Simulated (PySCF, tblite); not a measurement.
# P2H3−: protonation, part 2 of 3

tblite 0.8.0 and PySCF 2.14.0. Atoms count from 0. The steps go on from the part before.

## 12. Optimising the geometry with GFN2-xTB

This step treats P₂H₄, `P=[PH3]`.

What the job is given:

```
{"job": {"kind": "relax", "xc": "GFN2-xTB", "basis": "xTB"}, "charge": 0, "multiplicity": 1}
P      1.262300    -0.313400     0.674000
P     -0.565400     0.188000    -0.493100
H      2.098900    -0.121800    -0.471500
H     -1.268400     1.131600     0.342100
H     -1.491800    -0.870700    -0.124000
H     -0.017800    -0.861800    -1.240100
```

What it wrote:

```text
step      E/eV     max force
  0    -189.69101    2.410
  1    -189.85023    1.811
  2    -189.96907    1.842
  3    -190.01278    0.596
  4    -190.03406    0.521
  5    -190.12626    0.746
  6    -190.14638    0.802
  7    -190.27823    1.152
  8    -190.38547    2.630
  9    -190.54576    2.768
 10    -190.86543    2.307
 11    -190.91852    3.635
 12    -191.08067    0.743
 13    -191.11499    0.542
 14    -191.13678    0.490
 15    -191.15942    0.547
 16    -191.18162    0.546
 17    -191.21098    0.529
 18    -191.22953    0.442
 19    -191.23955    0.247
 20    -191.24274    0.211
 21    -191.24562    0.251
 22    -191.25094    0.279
 23    -191.25481    0.196
 24    -191.25651    0.129
 25    -191.25780    0.137
 26    -191.26010    0.217
 27    -191.26361    0.314
 28    -191.26833    0.363
 29    -191.27401    0.303
 30    -191.28024    0.197
 31    -191.28596    0.231
 32    -191.29412    0.257
 33    -191.30152    0.262
 34    -191.29832    0.330
 35    -191.30775    0.235
 36    -191.30996    0.181
 37    -191.31571    0.131
 38    -191.31636    0.116
 39    -191.31794    0.104
 40    -191.31968    0.117
 41    -191.32204    0.124
 42    -191.32355    0.102
 43    -191.32429    0.072
 44    -191.32471    0.027
 45    -191.32480    0.015
 46    -191.32482    0.013
 47    -191.32483    0.013
 48    -191.32485    0.008
```

It took 0.2 s on 1 thread of Arm Neoverse V1, shared host.

The steps of the relaxation: (not every step is listed)

```
step  energy from step 0 (eV)  largest force (eV/Å)
   0                   0.0000                2.4099
   1                  -0.1592                1.8112
   2                  -0.2781                1.8416
   3                  -0.3218                0.5959
   4                  -0.3431                0.5213
   5                  -0.4352                0.7459
   6                  -0.4554                0.8017
   7                  -0.5872                1.1520
   8                  -0.6945                2.6303
  11                  -1.2275                3.6355
  14                  -1.4458                0.4896
  17                  -1.5200                0.5294
  20                  -1.5517                0.2111
  23                  -1.5638                0.1956
  26                  -1.5691                0.2172
  29                  -1.5830                0.3033
  32                  -1.6031                0.2568
  35                  -1.6167                0.2348
  38                  -1.6253                0.1160
  41                  -1.6310                0.1238
  43                  -1.6333                0.0717
  44                  -1.6337                0.0274
  45                  -1.6338                0.0151
  46                  -1.6338                0.0129
  47                  -1.6338                0.0127
  48                  -1.6338                0.0083
```

Distances of close pairs at the start and the end, largest changes first:

```
 bond  before (Å)  after (Å)  change (Å)
P0–P1       2.226      2.036      -0.190
P1–H4       1.454      1.377      -0.078
P1–H3       1.443      1.405      -0.038
P0–H2       1.431      1.399      -0.032
P1–H5       1.400      1.405      +0.005
```

The final coordinates are the input of the step that follows.

## 13. Harmonic vibrations with GFN2-xTB

What the job is given:

```
{"job": {"kind": "ir", "xc": "GFN2-xTB", "basis": "xTB"}, "charge": 0, "multiplicity": 1}
P      1.359661    -0.695170     0.688205
P     -0.357214    -0.169284    -0.270807
H      2.066893     0.201045    -0.120356
H     -0.976315     1.091593    -0.242795
H     -1.412929    -0.878701     0.256386
H     -0.662142    -0.397514    -1.623290
```

What it wrote:

```text
mode    cm-1     km/mol
  1     292.3     17.44
  2     441.0     14.32
  3     473.2      1.15
  4     619.4      9.21
  5     815.7      4.81
  6    1041.1      8.84
  7    1049.4    275.89
  8    1151.1    206.53
  9    2128.4    126.74
 10    2180.7    233.11
 11    2205.9    149.57
 12    2431.1     72.11
ZPE 88.699  H(298)-E 101.904  G(298)-E 21.580 kJ/mol  S 269.41 J/(mol K)
```

Run time: 0.11 s. Hardware: 1 thread of Arm Neoverse V1, shared host.

Which atoms move in the most intense modes:

```
cm⁻¹  km/mol                               atoms
 292    17.4  H2 65 %, H5 11 %, H3 11 %, H4 10 %
 441    14.3  H4 35 %, H3 20 %, H5 20 %, H2 18 %
1049   275.9           H4 53 %, H3 21 %, H5 16 %
1151   206.5                    H3 47 %, H5 47 %
2128   126.7                    H5 49 %, H3 47 %
2181   233.1           H2 64 %, H3 17 %, H5 16 %
2206   149.6           H3 33 %, H2 33 %, H5 32 %
2431    72.1                             H4 97 %
```

## 14. Relaxing the molecule at PBE0-D3(BJ)/ma-def2-SVP

This step treats P2H4, `P=[PH3]`.

Settings changed since step 13:

```diff
@@ -1,2 +1,2 @@
-{"job": {"kind": "ir", "xc": "GFN2-xTB", "basis": "xTB"}, "charge": 0, "multiplicity": 1}
+{"job": {"xc": "PBE0", "basis": "ma-def2-SVP", "d3": "d3bj", "grid": 1, "kind": "geom"}, "charge": 0, "multiplicity": 1}
 P      1.359661    -0.695170     0.688205
```

What it wrote:

```text
step   0  E = -684.58088031  max force = 0.014717
step   1  E = -684.58458497  max force = 0.005546
step   2  E = -684.58475257  max force = 0.001341
step   3  E = -684.58475798  max force = 0.000188
optimisation converged
```

Run time: 3.5 s. Hardware: 1 thread of Arm Neoverse V1, shared host.

The steps of the relaxation:

```
step  energy from step 0 (eV)  largest force component (eV/Å)
   0                   0.0000                          0.7568
   1                  -0.1008                          0.2852
   2                  -0.1054                          0.0690
   3                  -0.1055                          0.0097
```

Distances of close pairs at the start and the end, largest changes first:

```
 bond  before (Å)  after (Å)  change (Å)
P0–P1       2.036      2.087      +0.051
P1–H4       1.377      1.413      +0.036
P0–H2       1.399      1.434      +0.035
P1–H5       1.405      1.429      +0.024
P1–H3       1.405      1.429      +0.024
```

The next job starts from the end point, and lists it.

```
                         at the end point                 value
  point group (found at 0.08 Å tolerance)                    Cs
rotational constants (GHz, main isotopes)  75.000, 6.355, 6.194
                        dipole moment (D)                  3.80
```

## 15. Harmonic vibrations (P₂H₄, P=[PH3]): PBE0-D3(BJ)/ma-def2-SVP

What the job is given:

```
{"job": {"xc": "PBE0", "basis": "ma-def2-SVP", "d3": "d3bj", "grid": 2, "kind": "hessian"}, "charge": 0, "multiplicity": 1}
P      1.373217    -0.676048     0.711007
P     -0.400128    -0.184105    -0.273086
H      2.073295     0.246807    -0.134328
H     -0.954895     1.132288    -0.235841
H     -1.467585    -0.925641     0.281853
H     -0.603695    -0.442204    -1.664008
```

What it wrote:

```text
coarse grid: 5728 points
cycle   1  E = -684.4842880031  dE =  2.348e-02  |g| = 2.439e-01  |ddm| = 2.167e+00
cycle   2  E = -684.4509674496  dE =  3.332e-02  |g| = 3.758e-01  |ddm| = 1.327e+00
cycle   3  E = -684.5112181675  dE = -6.025e-02  |g| = 2.067e-02  |ddm| = 8.343e-01
cycle   4  E = -684.5113077763  dE = -8.961e-05  |g| = 1.363e-02  |ddm| = 4.576e-02
cycle   5  E = -684.5113758472  dE = -6.807e-05  |g| = 9.327e-04  |ddm| = 2.060e-02
cycle   6  E = -684.5113761377  dE = -2.905e-07  |g| = 2.949e-04  |ddm| = 1.860e-03
final grid: 45344 points
cycle   7  E = -684.5847502471  dE = -6.692e-06  |g| = 2.095e-03  |ddm| = 1.987e-02
cycle   8  E = -684.5847505947  dE = -3.476e-07  |g| = 1.856e-03  |ddm| = 5.809e-03
cycle   9  E = -684.5847517480  dE = -1.153e-06  |g| = 1.662e-04  |ddm| = 2.831e-03
cycle  10  E = -684.5847517580  dE = -1.001e-08  |g| = 6.124e-05  |ddm| = 4.178e-04
cycle  11  E = -684.5847517595  dE = -1.507e-09  |g| = 1.918e-05  |ddm| = 1.516e-04
cycle  12  E = -684.5847517597  dE = -1.467e-10  |g| = 3.205e-06  |ddm| = 3.957e-05
cycle  13  E = -684.5847517597  dE = -4.320e-12  |g| = 4.484e-07  |ddm| = 6.320e-06
converged SCF energy = -684.5847517597

mode    cm-1
  1     286.5
  2     522.7
  3     533.8
  4     636.3
  5     856.4
  6    1041.0
  7    1059.7
  8    1169.1
  9    2343.8
 10    2373.5
 11    2382.3
 12    2511.7
ZPE 94.008  H(298)-E 106.891  G(298)-E 26.853 kJ/mol  S 268.45 J/(mol K)
```

Run time: 20 s. Hardware: 1 thread of Arm Neoverse V1, shared host; peak memory 0.83 GiB.

Zero-point energy 94.01 kJ/mol (xTB gave 88.70).

## 16. Single point (P₂H₄, P=[PH3]): M06-2X/ma-def2-TZVP

Geometry: PBE0-D3(BJ)/ma-def2-SVP.

What the job is given:

```
{"job": {"kind": "sp", "xc": "M06-2X", "basis": "ma-def2-TZVP", "grid": 3}, "charge": 0, "multiplicity": 1}
P      1.373217    -0.676048     0.711007
P     -0.400128    -0.184105    -0.273086
H      2.073295     0.246807    -0.134328
H     -0.954895     1.132288    -0.235841
H     -1.467585    -0.925641     0.281853
H     -0.603695    -0.442204    -1.664008
```

What it wrote:

```text
coarse grid: 22712 points
cycle   1  E = -685.0000478084  dE =  3.062e-02  |g| = 2.793e-01  |ddm| = 1.637e+00
cycle   2  E = -685.0010141918  dE = -9.664e-04  |g| = 2.927e-01  |ddm| = 8.215e-01
cycle   3  E = -685.0320160651  dE = -3.100e-02  |g| = 3.134e-02  |ddm| = 4.337e-01
cycle   4  E = -685.0322391256  dE = -2.231e-04  |g| = 9.008e-03  |ddm| = 3.031e-02
cycle   5  E = -685.0322669509  dE = -2.783e-05  |g| = 4.084e-03  |ddm| = 1.400e-02
cycle   6  E = -685.0322717310  dE = -4.780e-06  |g| = 3.692e-04  |ddm| = 3.937e-03
final grid: 77592 points
cycle   7  E = -685.0316974567  dE = -6.493e-06  |g| = 1.614e-03  |ddm| = 7.637e-03
cycle   8  E = -685.0316977203  dE = -2.636e-07  |g| = 6.976e-04  |ddm| = 1.477e-03
cycle   9  E = -685.0316977851  dE = -6.481e-08  |g| = 1.143e-04  |ddm| = 6.065e-04
cycle  10  E = -685.0316977895  dE = -4.366e-09  |g| = 5.536e-05  |ddm| = 1.821e-04
converged SCF energy = -685.0316977895
```

It took 3.4 s on 1 thread of Arm Neoverse V1, shared host; peak memory 0.5 GiB.

## 17. Protonation: M06-2X/ma-def2-TZVP

This step combines the energies above: geometries from PBE0-D3(BJ)/ma-def2-SVP, zero-point and thermal terms from PBE0-D3(BJ)/ma-def2-SVP.

What the job is given:

```
{"job": {"kind": "pa", "geom": {"xc": "PBE0", "basis": "ma-def2-SVP", "d3": "d3bj", "grid": 1}, "hess": 1, "level": {"xc": "M06-2X", "basis": "ma-def2-TZVP", "grid": 3}}, "charge": -1, "multiplicity": 1}
P      1.246071    -0.307293     0.679265
P     -0.554622     0.179368    -0.470082
H      2.081478    -0.114169    -0.474734
H     -1.265863     1.117008     0.362730
H     -1.488551    -0.866873    -0.135354
```

Output (the driver's rows laid out field by field):

```text
protonation site by site, M06-2X/ma-def2-TZVP // PBE0-D3(BJ)/ma-def2-SVP

row 1
  formula                 H4P2
  charge                  0
  multiplicity            1
  smiles                  PP
  kept                    yes
  pieces                  1
  point_group             C2h
  atom                    0
  element                 P
  electronic              1500.93
  enthalpy                1479.75
  free_energy             1448.2
  share_gas               1.0

row 2
  formula                 H4P2
  charge                  0
  multiplicity            1
  smiles                  P=[PH3]
  kept                    yes
  pieces                  1
  point_group             Cs
  atom                    1
  element                 P
  electronic              1405.22
  enthalpy                1382.93
  free_energy             1350.5
  share_gas               7.651e-18
```

It took 76 s on 1 thread of Arm Neoverse V1, shared host; peak memory 0.5 GiB.

Energy given off on adding a proton (kJ/mol, gas phase, 298 K for the thermal columns):

```
site  product  electronic  enthalpy  free energy
  P0       PP      1500.9    1479.8       1448.2
  P1  P=[PH3]      1405.2    1382.9       1350.5
```

## 18. Single point (P2H3−): wavefunction

Geometry: PBE0-D3(BJ)/ma-def2-SVP.

What the job is given:

```
{"job": {"kind": "sp", "xc": "CCSD(T)", "basis": "ma-def2-TZVP", "grid": 2}, "charge": -1, "multiplicity": 1}
P      1.246071    -0.307293     0.679265
P     -0.554622     0.179368    -0.470082
H      2.081478    -0.114169    -0.474734
H     -1.265863     1.117008     0.362730
H     -1.488551    -0.866873    -0.135354
```

Method: wavefunction single point, frozen core, gas phase.

What it wrote:

```text
final grid: 39968 points
cycle   1  E = -683.1966390853  dE = -2.463e-01  |g| = 2.610e-01  |ddm| = 1.587e+00
cycle   2  E = -683.2293794026  dE = -3.274e-02  |g| = 1.147e-01  |ddm| = 6.539e-01
cycle   3  E = -683.2343413274  dE = -4.962e-03  |g| = 3.394e-02  |ddm| = 1.696e-01
cycle   4  E = -683.2351657385  dE = -8.244e-04  |g| = 9.483e-03  |ddm| = 8.089e-02
cycle   5  E = -683.2352673048  dE = -1.016e-04  |g| = 2.411e-03  |ddm| = 3.268e-02
cycle   6  E = -683.2352748658  dE = -7.561e-06  |g| = 8.034e-04  |ddm| = 1.115e-02
cycle   7  E = -683.2352756132  dE = -7.474e-07  |g| = 2.535e-04  |ddm| = 3.657e-03
cycle   8  E = -683.2352757115  dE = -9.833e-08  |g| = 7.987e-05  |ddm| = 1.519e-03
cycle   9  E = -683.2352757198  dE = -8.292e-09  |g| = 2.481e-05  |ddm| = 3.802e-04
converged SCF energy = -683.2352757198
E(HF, exact integrals) = -683.2352922657
E(MP2) = -683.5479796837
E(CCSD) = -683.5881096914
E(CCSD(T)) = -683.6047617995
T1 diagnostic = 0.0146
```

Wall time 18 s (1 thread of Arm Neoverse V1, shared host); peak memory 0.69 GiB.

## 19. Single point (P2H4, PP): wavefunction

Geometry: PBE0-D3(BJ)/ma-def2-SVP.

What the job is given:

```
{"job": {"kind": "sp", "xc": "CCSD(T)", "basis": "ma-def2-TZVP", "grid": 2}, "charge": 0, "multiplicity": 1}
P      1.154570    -0.436061     0.761591
P     -0.644506    -0.120053    -0.542000
H      2.049030     0.211039    -0.146680
H     -0.932038     1.171556    -0.000927
H     -1.538673    -0.768163     0.365843
H      1.441351    -1.728133     0.221225
```

Level: wavefunction single point, frozen core, gas phase.

What it wrote:

```text
final grid: 45344 points
cycle   1  E = -683.7873239456  dE = -2.351e-01  |g| = 2.275e-01  |ddm| = 1.585e+00
cycle   2  E = -683.8123535260  dE = -2.503e-02  |g| = 7.297e-02  |ddm| = 2.147e-01
cycle   3  E = -683.8152347411  dE = -2.881e-03  |g| = 2.717e-02  |ddm| = 8.956e-02
cycle   4  E = -683.8157955710  dE = -5.608e-04  |g| = 6.060e-03  |ddm| = 4.566e-02
cycle   5  E = -683.8158270699  dE = -3.150e-05  |g| = 1.587e-03  |ddm| = 1.218e-02
cycle   6  E = -683.8158298365  dE = -2.767e-06  |g| = 3.285e-04  |ddm| = 4.727e-03
cycle   7  E = -683.8158299464  dE = -1.099e-07  |g| = 5.111e-05  |ddm| = 1.156e-03
cycle   8  E = -683.8158299496  dE = -3.214e-09  |g| = 1.646e-05  |ddm| = 1.883e-04
converged SCF energy = -683.8158299496
E(HF, exact integrals) = -683.8158706925
E(MP2) = -684.1188626170
E(CCSD) = -684.1658063048
E(CCSD(T)) = -684.1804700067
T1 diagnostic = 0.0144
```

It took 22 s on 1 thread of Arm Neoverse V1, shared host; peak memory 0.78 GiB.

## 20. Single point (P₂H₄, P=[PH3]): wavefunction

Geometry: PBE0-D3(BJ)/ma-def2-SVP.

What the job is given:

```
{"job": {"kind": "sp", "xc": "CCSD(T)", "basis": "ma-def2-TZVP", "grid": 2}, "charge": 0, "multiplicity": 1}
P      1.373217    -0.676048     0.711007
P     -0.400128    -0.184105    -0.273086
H      2.073295     0.246807    -0.134328
H     -0.954895     1.132288    -0.235841
H     -1.467585    -0.925641     0.281853
H     -0.603695    -0.442204    -1.664008
```

Level: wavefunction single point, frozen core, gas phase.

What it wrote:

```text
final grid: 45344 points
cycle   1  E = -683.7231937303  dE = -1.897e-02  |g| = 3.379e-01  |ddm| = 1.659e+00
cycle   2  E = -683.7674453834  dE = -4.425e-02  |g| = 1.597e-01  |ddm| = 5.538e-01
cycle   3  E = -683.7763113078  dE = -8.866e-03  |g| = 4.074e-02  |ddm| = 1.948e-01
cycle   4  E = -683.7772947097  dE = -9.834e-04  |g| = 9.901e-03  |ddm| = 5.141e-02
cycle   5  E = -683.7773650230  dE = -7.031e-05  |g| = 2.225e-03  |ddm| = 1.650e-02
cycle   6  E = -683.7773697791  dE = -4.756e-06  |g| = 6.116e-04  |ddm| = 5.828e-03
cycle   7  E = -683.7773701218  dE = -3.427e-07  |g| = 2.367e-04  |ddm| = 1.477e-03
cycle   8  E = -683.7773701812  dE = -5.944e-08  |g| = 7.211e-05  |ddm| = 7.347e-04
cycle   9  E = -683.7773701895  dE = -8.239e-09  |g| = 2.377e-05  |ddm| = 3.161e-04
converged SCF energy = -683.7773701895
E(HF, exact integrals) = -683.7774086490
E(MP2) = -684.0843481575
E(CCSD) = -684.1271304468
E(CCSD(T)) = -684.1427308499
T1 diagnostic = 0.0152
```

Run time: 21 s. Hardware: 1 thread of Arm Neoverse V1, shared host; peak memory 0.81 GiB.

## 21. Protonation: CCSD(T)/ma-def2-TZVP

This step combines the energies above: geometries from PBE0-D3(BJ)/ma-def2-SVP, zero-point and thermal terms from PBE0-D3(BJ)/ma-def2-SVP.

What the job is given:

```
{"job": {"kind": "pa", "geom": {"xc": "PBE0", "basis": "ma-def2-SVP", "d3": "d3bj", "grid": 1}, "hess": 1, "level": {"xc": "CCSD(T)", "basis": "ma-def2-TZVP"}}, "charge": -1, "multiplicity": 1}
P      1.246071    -0.307293     0.679265
P     -0.554622     0.179368    -0.470082
H      2.081478    -0.114169    -0.474734
H     -1.265863     1.117008     0.362730
H     -1.488551    -0.866873    -0.135354
```

Output (the driver's rows laid out field by field):

```text
protonation site by site, CCSD(T)/ma-def2-TZVP // PBE0-D3(BJ)/ma-def2-SVP

row 1
  formula                 H4P2
  charge                  0
  multiplicity            1
  smiles                  PP
  kept                    yes
  pieces                  1
  point_group             C2h
  atom                    0
  element                 P
  electronic              1511.52
  enthalpy                1490.35
  free_energy             1458.79
  share_gas               1.0

row 2
  formula                 H4P2
  charge                  0
  multiplicity            1
  smiles                  P=[PH3]
  kept                    yes
  pieces                  1
  point_group             Cs
  atom                    1
  element                 P
  electronic              1412.44
  enthalpy                1390.15
  free_energy             1357.72
  share_gas               1.965e-18
```

Run time: 61 s. Hardware: 1 thread of Arm Neoverse V1, shared host; peak memory 0.81 GiB.

Energy given off on adding a proton (kJ/mol, gas phase, 298 K for the thermal columns):

```
site  product  electronic  enthalpy  free energy
  P0       PP      1511.5    1490.3       1458.8
  P1  P=[PH3]      1412.4    1390.2       1357.7
```

## 22. Single point (P2H3−): wavefunction

Geometry: PBE0-D3(BJ)/ma-def2-SVP.

What the job is given:

```
{"job": {"kind": "sp", "xc": "MP2", "basis": "ma-def2-TZVP", "grid": 2}, "charge": -1, "multiplicity": 1}
P      1.246071    -0.307293     0.679265
P     -0.554622     0.179368    -0.470082
H      2.081478    -0.114169    -0.474734
H     -1.265863     1.117008     0.362730
H     -1.488551    -0.866873    -0.135354
```

Method: wavefunction single point, frozen core, gas phase.

What it wrote:

```text
final grid: 39968 points
cycle   1  E = -683.1966390853  dE = -2.463e-01  |g| = 2.610e-01  |ddm| = 1.587e+00
cycle   2  E = -683.2293794026  dE = -3.274e-02  |g| = 1.147e-01  |ddm| = 6.539e-01
cycle   3  E = -683.2343413274  dE = -4.962e-03  |g| = 3.394e-02  |ddm| = 1.696e-01
cycle   4  E = -683.2351657385  dE = -8.244e-04  |g| = 9.483e-03  |ddm| = 8.089e-02
cycle   5  E = -683.2352673048  dE = -1.016e-04  |g| = 2.411e-03  |ddm| = 3.268e-02
cycle   6  E = -683.2352748658  dE = -7.561e-06  |g| = 8.034e-04  |ddm| = 1.115e-02
cycle   7  E = -683.2352756132  dE = -7.474e-07  |g| = 2.535e-04  |ddm| = 3.657e-03
cycle   8  E = -683.2352757115  dE = -9.833e-08  |g| = 7.987e-05  |ddm| = 1.519e-03
cycle   9  E = -683.2352757198  dE = -8.292e-09  |g| = 2.481e-05  |ddm| = 3.802e-04
converged SCF energy = -683.2352757198
E(HF, exact integrals) = -683.2352922657
E(MP2) = -683.5479796740
```

It took 1.6 s on 1 thread of Arm Neoverse V1, shared host; peak memory 0.39 GiB.

## 23. Single point (P2H4, PP): wavefunction

Geometry: PBE0-D3(BJ)/ma-def2-SVP.

What the job is given:

```
{"job": {"kind": "sp", "xc": "MP2", "basis": "ma-def2-TZVP", "grid": 2}, "charge": 0, "multiplicity": 1}
P      1.154570    -0.436061     0.761591
P     -0.644506    -0.120053    -0.542000
H      2.049030     0.211039    -0.146680
H     -0.932038     1.171556    -0.000927
H     -1.538673    -0.768163     0.365843
H      1.441351    -1.728133     0.221225
```

With the program's defaults for keys left out, this is: wavefunction single point, frozen core, gas phase.

What it wrote:

```text
final grid: 45344 points
cycle   1  E = -683.7873239456  dE = -2.351e-01  |g| = 2.275e-01  |ddm| = 1.585e+00
cycle   2  E = -683.8123535260  dE = -2.503e-02  |g| = 7.297e-02  |ddm| = 2.147e-01
cycle   3  E = -683.8152347411  dE = -2.881e-03  |g| = 2.717e-02  |ddm| = 8.956e-02
cycle   4  E = -683.8157955710  dE = -5.608e-04  |g| = 6.060e-03  |ddm| = 4.566e-02
cycle   5  E = -683.8158270699  dE = -3.150e-05  |g| = 1.587e-03  |ddm| = 1.218e-02
cycle   6  E = -683.8158298365  dE = -2.767e-06  |g| = 3.285e-04  |ddm| = 4.727e-03
cycle   7  E = -683.8158299464  dE = -1.099e-07  |g| = 5.111e-05  |ddm| = 1.156e-03
cycle   8  E = -683.8158299496  dE = -3.214e-09  |g| = 1.646e-05  |ddm| = 1.883e-04
converged SCF energy = -683.8158299496
E(HF, exact integrals) = -683.8158706925
E(MP2) = -684.1188626657
```

Run time: 1.9 s. Hardware: 1 thread of Arm Neoverse V1, shared host; peak memory 0.42 GiB.

## 24. Single point (P₂H₄, P=[PH3]): wavefunction

Geometry: PBE0-D3(BJ)/ma-def2-SVP.

What the job is given:

```
{"job": {"kind": "sp", "xc": "MP2", "basis": "ma-def2-TZVP", "grid": 2}, "charge": 0, "multiplicity": 1}
P      1.373217    -0.676048     0.711007
P     -0.400128    -0.184105    -0.273086
H      2.073295     0.246807    -0.134328
H     -0.954895     1.132288    -0.235841
H     -1.467585    -0.925641     0.281853
H     -0.603695    -0.442204    -1.664008
```

Method: wavefunction single point, frozen core, gas phase.

What it wrote:

```text
final grid: 45344 points
cycle   1  E = -683.7231937303  dE = -1.897e-02  |g| = 3.379e-01  |ddm| = 1.659e+00
cycle   2  E = -683.7674453834  dE = -4.425e-02  |g| = 1.597e-01  |ddm| = 5.538e-01
cycle   3  E = -683.7763113078  dE = -8.866e-03  |g| = 4.074e-02  |ddm| = 1.948e-01
cycle   4  E = -683.7772947097  dE = -9.834e-04  |g| = 9.901e-03  |ddm| = 5.141e-02
cycle   5  E = -683.7773650230  dE = -7.031e-05  |g| = 2.225e-03  |ddm| = 1.650e-02
cycle   6  E = -683.7773697791  dE = -4.756e-06  |g| = 6.116e-04  |ddm| = 5.828e-03
cycle   7  E = -683.7773701218  dE = -3.427e-07  |g| = 2.367e-04  |ddm| = 1.477e-03
cycle   8  E = -683.7773701812  dE = -5.944e-08  |g| = 7.211e-05  |ddm| = 7.347e-04
cycle   9  E = -683.7773701895  dE = -8.239e-09  |g| = 2.377e-05  |ddm| = 3.161e-04
converged SCF energy = -683.7773701895
E(HF, exact integrals) = -683.7774086490
E(MP2) = -684.0843481986
```

Wall time 1.9 s (1 thread of Arm Neoverse V1, shared host); peak memory 0.42 GiB.

[end of part 2 of 3]
